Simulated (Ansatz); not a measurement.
Compare A (`CNC(C)=O`) with its isomer B (`C1COCN1`).

Program: Ansatz. Geometries: PBE0-D4/def2-TZVP. ΔE: electronic, gas phase. CCSD(T)/CBS adds triple-zeta CCSD(T) − MP2 to the extrapolated MP2 energy (def2 sets, frozen cores). Functionals use def2-TZVPP. B3LYP here is the variant with VWN-RPA as its local correlation; programs differ in this.

A:

Z-matrix (Å, degrees):
```
C
N 1 1.439
H 1 1.093 2 111.4
H 1 1.089 2 107.4 3 -119.2
H 1 1.094 2 111.4 3 121.7
C 2 1.357 1 122.5 3 119.8
H 2 1.004 1 119.1 3 -60.4
O 6 1.215 2 123.0 1 -0.1
C 6 1.508 2 115.3 1 179.9
H 9 1.091 6 108.5 2 -121.6
H 9 1.091 6 113.9 2 0.2
H 9 1.091 6 108.5 2 122.0
```

B:

Z-matrix (Å, degrees):
```
C
N 1 1.453
C 1 1.517 2 99.9
H 1 1.091 2 111.4 3 119.5
H 1 1.102 2 113.5 3 -117.4
C 2 1.449 1 103.5 3 41.8
H 2 1.011 1 112.8 3 163.1
O 3 1.421 1 104.7 2 -32.6
H 3 1.093 1 113.0 2 -151.5
H 3 1.096 1 111.2 2 85.5
H 6 1.095 2 111.1 1 -155.1
H 6 1.106 2 113.1 1 82.0
```

Which isomer does CCSD(T)/CBS put lower? Give the gap. (An estimate is asked.)

The calculation gave: A, by 28.1 kcal/mol.

Give E(B) − E(A) in kcal/mol with B3LYP-D4, MP2/def2-TZVPP, r2SCAN-D4, B2PLYP, PBE-D4, CCSD/def2-TZVPP, PBE0-D4. (Best estimate.)

Ansatz gave: B3LYP-D4 32.7, MP2/def2-TZVPP 28.8, r2SCAN-D4 32.2, B2PLYP 32.0, PBE-D4 31.8, CCSD/def2-TZVPP 27.2, PBE0-D4 28.7. None reverses the order clearly.

Largest T1 diagnostic: 0.014.

From PBE to PBE0 (25 % exact exchange), in def2-TZVPP and without D4, E(B) − E(A) moves by −3.2 kcal/mol. In def2-TZVPP, CCSD(T) changes the Hartree–Fock value by −2.5 kcal/mol (the triples alone add +0.7 kcal/mol) and MP2 by −1.6 kcal/mol.
